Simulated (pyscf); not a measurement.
F–GeH₃ + hydrogen (H₂) -> germane (GeH₄) + hydrogen fluoride (HF) (four-centre exchange; singlet surface; F–Ge, H–H broken, Ge–H, F–H formed). Single points on ωB97X-D3(BJ)/def2-SVP structures (PySCF, gas phase). Energies in kJ/mol from the separated reactants.

```tsv
level	barrier	reaction energy
r²SCAN/def2-TZVP	___	___
B3LYP-D3(BJ)/def2-TZVP	196.3	+41.2
PBE0-D3(BJ)/def2-TZVP	183.7	+31.1
M06-2X/def2-TZVP	___	+58.9
ωB97M-D3(BJ)/def2-TZVP	197.0	+36.3
HF/def2-TZVP	270.0	+39.9
```

Q: Fill in the missing entries.

A: 
- r²SCAN/def2-TZVP, barrier: 186.5
- r²SCAN/def2-TZVP, reaction energy: +43.2
- M06-2X/def2-TZVP, barrier: 213.4

The functionals in the table span 29.7 kJ/mol in this barrier, from PBE0-D3(BJ) to M06-2X. This is the saddle that the search found; another between the same sides may lie lower. Elements up to Kr have no core potential and no relativistic terms here.
